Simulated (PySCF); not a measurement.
# O2S: the cost of one run

Computed with PySCF 2.14.0, with density-fitted response routines of our own, on a single molecule in the gas phase. Atoms are numbered from 0 throughout.

## Step 1: The starting structure

3 atoms, charge 0, multiplicity 1; geometry from: MMFF94s. The atoms were then displaced at random by about 0.03 Å, so the start is not that level's minimum.

Bonds of the start (Å): O0–S1 1.56, S1–O2 1.62.

## Step 2: Optimising the geometry at PBE0-D3(BJ)/def2-SVP

Job settings and geometry (Å):

```
{"job": {"xc": "PBE0", "basis": "def2-SVP", "d3": "d3bj", "grid": 1, "shake": 0.03, "kind": "geom"}, "charge": 0, "multiplicity": 1}
O     -1.308220     0.282000     0.012540
S     -0.040820    -0.623110    -0.006470
O      1.332640     0.243900    -0.025960
```

Started as:

```
> OMP_NUM_THREADS=1 python probes_run.py task.json out
```

One launch serves the whole session: the jobs run in the order shown.

Q: Estimate the wall time and peak memory of this first job on 1 thread of Arm Neoverse V1, shared host.

About 3.8 s, with a peak of 0.3 GiB.
